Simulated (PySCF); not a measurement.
# BNH2 (SMILES B[N]) at FCI/STO-3G

What is the vertical triplet–singlet gap of BNH2 at FCI/STO-3G? Input form: a Python script.

The results are computed with PySCF 2.14.0.

11 further runs of the same task are left out: 4 that didn't finish, 7 set aside as unsound or not needed.

**1. The structure to begin with**

The species is BNH2 (4 atoms), meant as a triplet with charge 0. SMILES: `B[N]`. The coordinates come from a GFN2-xTB relaxation.

Bond lengths: B1–N2 1.312 Å, B1–H3 1.184 Å, B1–H4 1.184 Å. Angles: N2–B1–H3 118.7°, N2–B1–H4 118.7°, H3–B1–H4 122.6°.

**2. A single-point energy at FCI/STO-3G**

Contents of run.py:

```python
# B[N]
from pyscf import gto, mcscf

mol = gto.M(
    atom=[
    ('B', (-0.035750, 0.006580, -0.023930)),
    ('N', (1.041780, -0.191660, 0.697680)),
    ('H', (-1.056920, -0.473990, 0.334600)),
    ('H', (0.050890, 0.659060, -1.008340)),
],
    spin=2,
    max_memory=1860,
    verbose=3,
    basis='sto-3g',
    charge=0,
)

myscf = mol.ROHF()
myscf.conv_tol = 1e-10
myscf.kernel()
if not myscf.converged:
    myscf = myscf.newton().run(myscf.mo_coeff, myscf.mo_occ)

cas = mcscf.CASCI(myscf, myscf.mo_coeff.shape[-1] - 2, (mol.nelec[0] - 2, mol.nelec[1] - 2))  # full CI above the frozen core
cas.fix_spin_(ss=2.0)
cas.kernel()
e_final = cas.e_tot
print('E = %.10f Eh' % e_final)
```

Run with:

```sh
OMP_NUM_THREADS=1 python run.py
```

The log of the run:

```text
converged SCF energy = -79.1842297527133
CASCI E = -79.2548800840974  E(CI) = -24.7503776509580  S^2 = 2.0000000
E = -79.2548800841 Eh
```

Run time: 1.2 s. Hardware: 1 thread of Arm Neoverse V1, shared host; peak memory 0.12 GiB.

**3. The singlet at the same level**

Contents of calc.py:

```python
from pyscf import gto, scf, mcscf
from pyscf import fci

mol = gto.M(
    atom='''
B     -0.067558     0.012434    -0.045221
N      1.968679    -0.362185     1.318424
H     -1.997289    -0.895711     0.632302
H      0.096168     1.245443    -1.905486
''',
    verbose=4,
    basis='sto-3g',
    unit='bohr',
    max_memory=1860,
)

mf = scf.RHF(mol)
mf.conv_tol = 1e-10
mf.kernel()
if not mf.converged:
    mf = mf.newton().run(mf.mo_coeff, mf.mo_occ)

cas = mcscf.CASCI(mf, mf.mo_coeff.shape[-1] - 2, (mol.nelec[0] - 2, mol.nelec[1] - 2))  # full CI above the frozen core
cas.fcisolver = fci.direct_spin0.FCI(mol)  # even spin states alone
cas.kernel()
print('<S^2> = %.4f' % cas.fcisolver.spin_square(cas.ci, cas.ncas, cas.nelecas)[0])
energy = cas.e_tot
print(f'total energy: {energy:.8f} hartree')
```

Run with:

```sh
OMP_NUM_THREADS=1 python calc.py
```

The log of the run:

```text
PySCF version 2.14.0

[INPUT] num. atoms = 4
[INPUT] num. electrons = 14
[INPUT] charge = 0
[INPUT] spin (= nelec alpha-beta = 2S) = 0
[INPUT] symmetry False subgroup None
[INPUT] Mole.unit = bohr
[INPUT] Symbol           X                Y                Z      unit          X                Y                Z       unit  Magmom
[INPUT]  1 B     -0.035750154015   0.006579789441  -0.023929922655 AA   -0.067558000000   0.012434000000  -0.045221000000 Bohr   0.0
[INPUT]  2 N      1.041780062417  -0.191660048137   0.697679935130 AA    1.968679000000  -0.362185000000   1.318424000000 Bohr   0.0
[INPUT]  3 H     -1.056919822421  -0.473989848770   0.334599808819 AA   -1.997289000000  -0.895711000000   0.632302000000 Bohr   0.0
[INPUT]  4 H      0.050889914020   0.659060053100  -1.008339766927 AA    0.096168000000   1.245443000000  -1.905486000000 Bohr   0.0

nuclear repulsion = 22.2894793929361
number of shells = 8
number of NR pGTOs = 36
number of NR cGTOs = 12
basis = sto-3g
ecp = {}

******** <class 'pyscf.scf.hf.RHF'> ********
method = RHF
initial guess = minao
damping factor = 0
level_shift factor = 0
DIIS = <class 'pyscf.scf.diis.CDIIS'>
diis_start_cycle = 1
diis_space = 8
diis_damp = 0
SCF conv_tol = 1e-10
SCF conv_tol_grad = None
SCF max_cycles = 50
direct_scf = True
direct_scf_tol = 1e-13
Set gradient conv threshold to 1e-05
Initial guess from minao.
init E= -79.0802628000257
  HOMO = -0.243442759394021  LUMO = -0.112894278594403  gap/eV = 3.55241
cycle= 1 E= -79.104173307485  delta_E= -0.0239  |g|= 0.339  |ddm|= 2.46
  HOMO = -0.325848805933545  LUMO = 0.184624128751154  gap/eV = 13.89068
cycle= 2 E= -79.1521248394042  delta_E= -0.048  |g|= 0.193  |ddm|= 0.554
  HOMO = -0.393298075863939  LUMO = 0.129544297947663  gap/eV = 14.22727
cycle= 3 E= -79.1654589624571  delta_E= -0.0133  |g|= 0.0504  |ddm|= 0.252
  HOMO = -0.404705443150568  LUMO = 0.149106004305146  gap/eV = 15.06998
cycle= 4 E= -79.1680727302221  delta_E= -0.00261  |g|= 0.0129  |ddm|= 0.124
  HOMO = -0.402095314066486  LUMO = 0.15378032297442  gap/eV = 15.12615
cycle= 5 E= -79.1682702067576  delta_E= -0.000197  |g|= 0.00323  |ddm|= 0.0338
  HOMO = -0.403786398503453  LUMO = 0.154258338923572  gap/eV = 15.18517
cycle= 6 E= -79.1682825552135  delta_E= -1.23e-05  |g|= 0.000681  |ddm|= 0.0111
  HOMO = -0.403695189530822  LUMO = 0.154493055181659  gap/eV = 15.18908
cycle= 7 E= -79.1682829102166  delta_E= -3.55e-07  |g|= 0.000103  |ddm|= 0.00234
  HOMO = -0.40368473849994  LUMO = 0.154495805728829  gap/eV = 15.18887
cycle= 8 E= -79.1682829137011  delta_E= -3.48e-09  |g|= 4.44e-06  |ddm|= 0.00017
  HOMO = -0.403685128011751  LUMO = 0.154496440417617  gap/eV = 15.18889
cycle= 9 E= -79.168282913712  delta_E= -1.09e-11  |g|= 3.67e-07  |ddm|= 1.15e-05
  HOMO = -0.403685182333981  LUMO = 0.154496554592291  gap/eV = 15.18890
Extra cycle  E= -79.1682829137121  delta_E= -1.28e-13  |g|= 1.62e-07  |ddm|= 6.66e-07
converged SCF energy = -79.1682829137121

******** <class 'pyscf.mcscf.casci.CASCI'> ********
CAS (5e+5e, 10o), ncore = 2, nvir = 0
natorb = False
canonicalization = True
sorting_mo_energy = False
******** <class 'pyscf.fci.direct_spin0.FCISolver'> ********
max. cycles = 100
conv_tol = 1e-10
davidson only = False
linear dependence = 1e-14
level shift = 0.001
max iter space = 12
nroots = 1
pspace_size = 400
spin = None
Density matrix diagonal elements [1.98232184 1.97308601 1.9238679  1.965432   1.92053943 0.09860333
 0.07705769 0.0225231  0.01716014 0.01940857]
CASCI converged
CASCI E = -79.2876336672629  E(CI) = -24.7832171889170  S^2 = 0.0000000
<S^2> = 0.0000
total energy: -79.28763367 hartree
```

Run time: 1.2 s. Hardware: 1 thread of Arm Neoverse V1, shared host; peak memory 0.13 GiB.

**4. Summary of results**

Level: FCI/STO-3G, 2 core orbitals frozen.

```
                                            quantity         value
                               triplet: total energy  -79.25488 Eh
       triplet: dipole moment (Hartree–Fock density)        0.84 D
triplet: correlation energy (2 core orbitals frozen)     -70.7 mEh
                               singlet: total energy  -79.28763 Eh
       singlet: dipole moment (Hartree–Fock density)        0.67 D
        singlet: HOMO energy (Hartree–Fock orbitals)     -10.98 eV
        singlet: LUMO energy (Hartree–Fock orbitals)       4.20 eV
      singlet: HOMO–LUMO gap (Hartree–Fock orbitals)      15.19 eV
singlet: correlation energy (2 core orbitals frozen)    -119.4 mEh
    vertical energy of the singlet above the triplet     -0.891 eV
```

In words: At this shape the singlet lies 0.89 eV (20.6 kcal/mol) below the triplet. In a minimal basis such a difference can be off by several eV, whatever the method. Mulliken charges (triplet) of the mean-field density run from -0.17 on N2 to +0.27 on B1; they depend strongly on the basis.
